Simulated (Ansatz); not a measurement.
Basis sets compared for [S4]2- (S4²⁻). Charge -2, multiplicity 1. Geometry PBE0-D4/def2-TZVPD. Ansatz on 4 threads of Intel Xeon Platinum 8488C on a shared host; times are rough, and most runs start from earlier orbitals.

```xyz
4

S    -0.2612    1.4296    1.9569
S    -0.9532   -0.1041    0.7507
S     0.4860   -1.0430   -0.3987
S     0.7284   -0.2825   -2.3090
```

A multiply charged anion in the gas phase is held together partly by the finite basis. At HF/STO-3G, HF/def2-TZVPD, PBE-D4/def2-SVPD, PBE-D4/def2-TZVPD and others the highest occupied level of the charge -2 singlet lies above zero (up to 8.03 eV). In Hartree–Fock with STO-3G the lack of diffuse functions raises the level. The electron is either unbound and held by the finite basis, or the level is raised by self-interaction error.

```json
{"level": "HF/STO-3G", "functions": "36", "energy (Eh)": "-1572.1862", "HOMO (eV)": "8.03", "LUMO (eV)": "21.07", "wall time": "0.1 s"}
{"level": "PBE-D4/def2-SVPD", "functions": "108", "energy (Eh)": "-1591.6310", "HOMO (eV)": "4.16", "LUMO (eV)": "5.99", "wall time": "0.6 s"}
{"level": "PBE0-D4/def2-SVPD", "functions": "108", "energy (Eh)": "-1591.7440", "HOMO (eV)": "3.19", "LUMO (eV)": "6.62", "wall time": "1.1 s"}
```

Estimate the rows for HF/def2-TZVPD, PBE-D4/def2-TZVPD, PBE0-D4/def2-TZVPD (with forces).


```csv
level,functions,energy (Eh),HOMO (eV),LUMO (eV),wall time
HF/def2-TZVPD,184,-1590.1243,0.85,6.92,0.95 s
PBE-D4/def2-TZVPD,184,-1592.1766,4.10,5.49,0.75 s
PBE0-D4/def2-TZVPD (with forces),184,-1592.2852,3.19,5.92,1.9 s
```
